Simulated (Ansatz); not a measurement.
**AlC2: from a trial structure to a relaxed crystal**

Theory: DFT PBE, scalar-relativistic, plane waves, PAW in Ansatz. Cutoff 420 eV, Γ-centred k mesh, Gaussian smearing, no spin polarisation in the final step.

AlC2 was placed on the sites of a reported Ti2Pd cell (I4/mmm, No. 139), with Al in place of Pd, C in place of Ti, at a guessed volume.

```yaml
crystal:
  lattice:
    - [-1.36420, 1.36420, 4.43874]
    - [1.36420, -1.36420, 4.43874]
    - [1.36420, 1.36420, -4.43874]
  atoms:
    - { symbol: Al, position: [0.00000, 0.00000, 0.00000] }
    - { symbol: C, position: [0.34000, 0.34000, 0.00000] }
    - { symbol: C, position: [0.66000, 0.66000, 0.00000] }
```

Steps on the 8×8×8 mesh (3 atoms). 12 of 21 steps are shown, and the free energy counts from the last. Trial steps that were taken back and renewals of the plane-wave basis can be among the rows.

| step | ΔF (meV/atom) | V (Å³/atom) | P (GPa) | largest force component (eV/Å) |
| --- | --- | --- | --- | --- |
| 1 | 516.6 | 11.01 | -19.78 | 0.770 |
| 3 | 315.2 | 9.48 | -6.64 | 0.165 |
| 5 | 175.9 | 8.64 | 0.78 | 0.755 |
| 6 | 119.5 | 8.30 | 7.06 | 0.558 |
| 8 | 76.6 | 8.85 | -3.74 | 0.865 |
| 10 | 36.0 | 9.01 | -5.62 | 0.628 |
| 12 | 9.9 | 8.70 | -1.21 | 0.040 |
| 14 | 13.3 | 7.98 | 7.11 | 0.297 |
| 16 | 11.9 | 8.28 | 0.04 | 0.671 |
| 17 | 0.1 | 8.39 | -0.66 | 0.028 |
| 19 | -1.1 | 8.43 | -0.73 | 0.076 |
| 21 | 0.0 | 8.38 | -0.33 | 0.005 |

A final relaxation ran on a 24×24×24 mesh. The relaxed crystal, I4/mmm (No. 139):

```
Al C
1.0
    -1.32572    1.32572    3.56553
     1.32572   -1.32572    3.56553
     1.32572    1.32572   -3.56553
Al C
1 2
Direct
  0.00000 0.00000 0.00000
  0.28952 0.28952 0.00000
  0.71048 0.71048 0.00000
```

```yaml
Volume_per_atom: 8.36 Å³
Density: 3.38 g/cm³
Energy_over_the_elements: 2.05 eV/atom
Gap_on_the_24×24×24_mesh: 0 eV (a metal)
```

Energies over the elements count from the elements' standard structures at the same level, with no empirical corrections.

The final run used a 24×24×24 mesh on its 3-atom cell and 0.10 eV smearing. The k mesh leaves about 4 meV/atom of noise in metals.

Symmetry constrained the relaxation, so the result can be a saddle point.

Cost: 3 runs of about 3 core-minutes in all, on Arm Neoverse V1 (shared hosts).